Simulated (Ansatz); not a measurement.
Na₃H₃⁻. Charge -1, multiplicity 2. Geometry PBE0-D4/def2-TZVP, that of the neutral singlet; atoms count from 1.

Cartesian coordinates in Å:
```
Na -1.767 -0.819 0.261
Na 0.791 0.078 -1.796
Na 0.977 0.740 1.536
H -1.062 -0.806 -1.671
H 1.918 0.898 -0.285
H -0.857 -0.092 1.955
```

The highest occupied level of the charge -1 doublet lies above zero (up to 0.73 eV). Energy differences put its binding near zero (-0.02 eV; vertical, to the charge 0 singlet, at PBE0-D4/def2-TZVPD), which leaves it undecided. The structure comes from a short search, and lower isomers may exist.

(1) Estimate the Mulliken populations from the PBE0/def2-TZVPD orbitals of Ansatz.

(2) Where does the spin sit?

(3) And the Mayer bond orders between bonded heavy atoms (over 0.3)?

Results:

(1) 
```tsv
atom	charge (e)	spin (α − β)
Na1	-0.04	0.56
Na2	0.59	-0.11
Na3	-0.04	0.56
H4	-0.51	0.01
H5	-0.51	0.01
H6	-0.49	-0.02
```
Mulliken values and Mayer orders depend strongly on the basis. With diffuse functions, as here, like atoms can get unlike values, and bond orders can come out too low or too high.

(2) Summed by element: Na 1.01, H -0.01, of 1 unpaired in all. Largest on single atoms: Na3 0.56, Na1 0.56, Na2 -0.11.

(3) Na1–Na3 0.83 (3.40 Å).
